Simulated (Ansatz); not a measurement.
Process, species as SMILES: F (HF) → F atom + H atom
B3LYP-D3(BJ)/def2-TZVP geometries, fixed; electronic energies without zero-point terms.
Largest species:
```xyz
2

F      0.0000     0.0000    -0.0925
H      0.0000     0.0000     0.8321
```
Charge 0, spin multiplicity 1.

The bond dissociation energy at MP2 with Ansatz (an electronic-structure program), in kcal/mol, split into its Hartree-Fock and correlation parts. Cores are frozen. Open shells are unrestricted. No added dispersion term, no relativity. Functions are those of the species that has most.

| basis | X | functions | Hartree-Fock | MP2 |
|---|---|---|---|---|
| aug-cc-pVDZ | 2 | 32 | 95.80 | 138.54 |
| aug-cc-pVTZ | 3 | 69 | 96.62 | 143.67 |
| aug-cc-pVQZ | 4 | 126 | 96.70 | 145.46 |
| aug-cc-pV5Z | 5 | 207 | 96.68 | 145.88 |

Worked estimate of the basis-set limit from each neighbouring pair, with Hartree-Fock from the larger set and the correlation part extrapolated as X^-3.
Correlation parts: X = 2: 42.74, X = 3: 47.05, X = 4: 48.76, X = 5: 49.20.
- (2,3): (27·(47.05) - 8·(42.74))/19 = 48.86; with Hartree-Fock 96.62 the estimate is 145.48 kcal/mol.
- (3,4): (64·(48.76) - 27·(47.05))/37 = 50.01; with Hartree-Fock 96.70 the estimate is 146.71 kcal/mol.
- (4,5): (125·(49.20) - 64·(48.76))/61 = 49.66; with Hartree-Fock 96.68 the estimate is 146.34 kcal/mol.
The last two estimates differ by 0.37 kcal/mol; the largest set lies 0.46 from the last. Over the last step Hartree-Fock moves by -0.02 and the correlation part by 0.44.
